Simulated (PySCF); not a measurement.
Gas-phase reaction: SiO2 + 4 F = SiF4 + O2

Energies from PySCF (xtb for GFN2), thermal terms from the rigid-rotor harmonic-oscillator model, ideal gas at 1 bar. Table values come from the NASA 1993 polynomials. After a fit of one offset per element over all species, the range-separated, M06-2X, PBE0/def2-QZVP and CCSD(T)/def2-TZVPP enthalpies, where run, lie to one side of the table for SiO2 (+35 kJ/mol): a fault of the table's entry, another state or a shared error of the levels is possible; this was not checked at source. † marks an energy on the PBE0/def2-TZVP geometry and frequencies; other levels use their own. MP2 and CCSD(T) freeze the core. 6-31G* has spherical d functions here. Open shells (unrestricted): F (multiplicity 2), O2 (multiplicity 3); the rest are closed-shell singlets. GFN2 has no spin-polarisation term. Spin-orbit splitting is ignored; it lowers the true energy and changes the entropy of F. B3LYP is the form with VWN-RPA correlation. MP2 isn't extrapolated to the basis-set limit. CCSD(T) isn't extrapolated to the basis-set limit. The table's entry may be an old estimate for SiO2 (not checked at source). Warning, large T1 diagnostic: SiO2 (CCSD(T)/def2-TZVPP†).

```csv
level,"ΔH°(298 K), kJ"
table,-1627.1
B3LYP/6-31G*,-1654.0
B3LYP/def2-TZVP†,-1619.1
CCSD(T)/def2-TZVPP†,?
GFN2-xTB,?
M06-2X/def2-TZVP†,-1672.2
MP2/def2-TZVPP†,-1680.5
PBE0/def2-TZVP,?
r2SCAN/def2-TZVP†,-1666.7
ωB97M-V/def2-TZVP†,?
```

Question: Some entries are withheld; supply them.

Answer: 
- CCSD(T)/def2-TZVPP†, ΔH°(298 K), kJ: -1608.3
- GFN2-xTB, ΔH°(298 K), kJ: -930.3
- PBE0/def2-TZVP, ΔH°(298 K), kJ: -1635.3
- ωB97M-V/def2-TZVP†, ΔH°(298 K), kJ: -1646.8
